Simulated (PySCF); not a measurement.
## Cl₅⁺, singlet: structure and spectrum

Method: PySCF, wB97X, basis Cl def2-SVP (no relativity, density fitting).

The structure is a minimum.

```xyz
5
charge 1 multiplicity 1, angstrom
Cl    0.0000    0.0000    0.3441
Cl    2.1391    0.0000   -0.0860
Cl    0.0000    2.1391   -0.0860
Cl   -2.1391    0.0000   -0.0860
Cl    0.0000   -2.1391   -0.0860
```

| Item | Value |
| --- | --- |
| Point group | C4v |
| Bond lengths | Cl–Cl 2.182 Å (×4) |
| Bond angles | Cl–Cl–Cl 87.8° (×4), Cl–Cl–Cl 157.3° (×2) |
| Rotational symmetry number | 4 |
| Heat capacity Cp at 298.15 K | 98.5 J/(mol K) |
| Enthalpy at 298.15 K above 0 K | 21.64 kJ/mol |
| Principal polarisabilities | 25.6, 96.7, 96.7 bohr³ |
| Dipole moment about the centre of mass | 0.30 D |
| Entropy at 298.15 K and 1 bar | 359.1 J/(mol K) |
| Principal quadrupole moments (Buckingham, traceless) about the centre of mass | -12.37, 6.18, 6.18 D Å |
| Lowest empty level | -10.99 eV |
| Rotational constants | 0.05184, 0.05184, 0.02634 cm⁻¹ |
| Zero-point energy | 13.7 kJ/mol |
| Highest occupied level | -16.85 eV |

Harmonic modes (masses in u: Cl 34.969):
```
symmetry  ω (cm⁻¹)  IR (km/mol, summed over degenerate members)     type
      b1        49                                          0.0     bend
      a1       207                                          1.4     bend
       e       228                                          1.6     bend
      b2       238                                          0.0     bend
      b1       255                                          0.0  stretch
      a1       305                                          0.2    mixed
       e       387                                          122    mixed
```

In C4v the vibrations span 2b1 + 2a1 + 2e + b2. The b1, b2 modes carry no infrared intensity, as symmetry demands.

Charges (e):
```csv
atom,Mulliken,Löwdin,polar tensor,Mayer order to Cl1
Cl1,0.36,0.56,1.14,–
"Cl2,3,4,5",0.16,0.11,-0.03,0.62
```

Mulliken populations on Cl1: s 5.89, p 10.57, d 0.18.

This need not be the most stable arrangement of these atoms.

The final relaxation and frequency run took 71 s on 2 threads of a shared Arm Neoverse N1 host, with 90 basis functions and 9 gradients; the process peaked at 1.3 GiB.
